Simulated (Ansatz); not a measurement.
Energy needed to pull apart C3HCl (SMILES ClC1=C=C1), closed shell, into free ground-state atoms, from the structure below (displaced at random from a GFN2-xTB minimum); no zero-point or spin–orbit terms; open-shell atoms are treated unrestricted, in their ground-state multiplicity.

```xyz
5
angstrom
Cl -2.1604 0.0362 -0.0342
C -0.4864 0.2617 -0.1313
C 0.6808 1.0579 -0.4365
C 0.7148 -0.2700 0.0905
H 1.2417 -1.1344 0.4634
```

Computed with Ansatz 0.2.0 (basis: def2-TZVPP); correlated methods freeze the cores.

```csv
method,atomization energy (eV)
PBE-D4,?
r2SCAN-D4,?
B97M-V,21.74
PBE0-D4,21.99
r2SCANh-D4,21.42
wB97M-V,21.63
HF,14.55
MP2,21.58
CCSD,20.00
CCSD(T),20.62
```

Problem. What does r2SCAN-D4 give? (To be estimated.)

Solution. The calculation gives: 21.66 eV, which is about 1.05 eV more than CCSD(T)/def2-TZVPP.

Problem. What does PBE-D4 give? (An estimate is asked for; the value comes from the calculation.)

Solution. The calculation gives: 22.77 eV, which is about 2.15 eV more than CCSD(T)/def2-TZVPP.

In triple zeta the MP2 and coupled-cluster atomization energies are still short of their basis limit by a few kcal/mol a bond, whereas those of the functionals are nearly converged, so these differences are not deviations from converged CCSD(T).

No T1 diagnostic of these runs exceeds 0.013.

For scale, one of the runs: CCSD(T)/def2-TZVPP forces, 149 basis functions (an equivalent command: `ansatz run in.yaml --threads 4`). The run took 42 s on 4 CPU threads (shared host), with 1.8 GiB of host memory at its peak.
